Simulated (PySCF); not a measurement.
Assigning NMR signals

Molfile (atoms numbered from 1):
```
C3H5N3
     RDKit          3D

 11 11  0  0  0  0  0  0  0  0999 V2000
   -1.4289    0.1515   -0.0154 C   0  0  0  0  0  0  0  0  0  0  0  0
   -0.0023    0.0026   -0.0148 N   0  0  0  0  0  0  0  0  0  0  0  0
    0.7264   -1.1447   -0.0962 C   0  0  0  0  0  0  0  0  0  0  0  0
    1.9964   -0.8841   -0.0336 N   0  0  0  0  0  0  0  0  0  0  0  0
    2.1367    0.4439    0.0929 N   0  0  0  0  0  0  0  0  0  0  0  0
    0.9496    0.9688    0.1052 C   0  0  0  0  0  0  0  0  0  0  0  0
   -1.6973    1.1129   -0.4526 H   0  0  0  0  0  0  0  0  0  0  0  0
   -1.8788   -0.6482   -0.6031 H   0  0  0  0  0  0  0  0  0  0  0  0
   -1.8230    0.1055    1.0033 H   0  0  0  0  0  0  0  0  0  0  0  0
    0.2951   -2.1188   -0.2024 H   0  0  0  0  0  0  0  0  0  0  0  0
    0.7315    2.0133    0.1908 H   0  0  0  0  0  0  0  0  0  0  0  0
  1  2  1  0
  2  3  1  0
  3  4  2  0
  4  5  1  0
  5  6  2  0
  6  2  1  0
  1  7  1  0
  1  8  1  0
  1  9  1  0
  3 10  1  0
  6 11  1  0
M  END
```

PySCF calculation with spin–spin couplings from B3LYP/pcJ-1 (spin–dipole term only in couplings to heteroatoms), GIAO PBE0/pcSseg-1 shieldings and GFN2-xTB geometry; no relativistic terms, single conformer, equivalent nuclei averaged, in vacuum.

References, each an isolated molecule treated in the same way: $^{13}$C and $^{1}$H against TMS.

Problem. Assign these signals to the numbered atoms. $^{13}$C{$^{1}$H} NMR (computed): δ 146.2, 31.0.

Solution. 
146.2 → C3/C6, aromatic CH between two ring heteroatoms
31.0 → C1, methyl carbon bonded to N: deshielded by the electronegative neighbour

Problem. Assign these signals to the numbered atoms. $^{1}$H NMR (400 MHz, computed): δ 7.83 (s, 2H), 3.82 (s, 3H).

Solution. 
7.83 → H10/H11, hydrogen on an aromatic CH between two ring heteroatoms: the ring current deshields protons in the ring plane
3.82 → H7/H8/H9, hydrogen on a methyl carbon bonded to N: its carbon carries N, which withdraws density

Shifts are as computed. Against solution values, carbons near 30 ppm lie about +3 ppm off and those near 130 ppm about +5 ppm. Of 1211 compounds with measured shifts, 218 miss one by over three times the rms of a fit or turn the order of signals round; such compounds aren't used in these exercises.
